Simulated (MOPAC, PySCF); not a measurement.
C3H6, SMILES `C1CC1`, neutral singlet in the gas phase. 

Cartesian coordinates (Å):
SMILES: C1CC1
```xyz
9

C      0.8575    -0.1031     0.0864
C     -0.3239     0.7741    -0.2221
C     -0.5337    -0.6710     0.1357
H      1.3771     0.0532     1.0223
H      1.4995    -0.3991    -0.7325
H     -0.6044     1.5245     0.5048
H     -0.4820     1.0722    -1.2499
H     -0.8339    -1.3516    -0.6497
H     -0.9563    -0.8993     1.1050
```
Charge 0, spin multiplicity 1.

All levels are single points at this geometry (B3LYP-D3(BJ)/def2-TZVPD); Pople sets use spherical d functions. Orbital energies aren't observables, and empty levels follow the basis.

```csv
level,HOMO (eV),LUMO (eV),gap (eV),dipole (D),"vertical IE, Delta-SCF (eV)"
PBE-D3(BJ)/def2-TZVPD in PySCF,-7.07,0.06,7.13,0.00,–
TPSSh-D3(BJ)/def2-TZVPD in PySCF,-7.61,0.45,8.07,0.00,–
B3LYP/3-21G in PySCF,-8.02,3.40,11.41,0.00,–
B3LYP/6-31G* in PySCF,-7.84,2.89,10.73,0.00,10.66
BP86/6-31G* in PySCF,-6.82,2.25,9.07,0.00,–
M06-2X/6-31G* in PySCF,-9.37,4.10,13.47,0.00,–
PBE/6-31G* in PySCF,-6.73,2.27,9.00,0.00,10.57
HF/3-21G in PySCF,-11.47,7.48,18.95,0.00,–
HF/6-31G* in PySCF,-11.33,6.68,18.01,0.00,9.71
HF/STO-3G in PySCF,-10.45,13.47,23.92,0.00,–
AM1 in MOPAC,-11.48,3.08,14.56,0.00,–
PM3 in MOPAC,-11.72,3.04,14.75,0.00,–
PM6 in MOPAC,-11.45,2.67,14.12,0.00,–
```
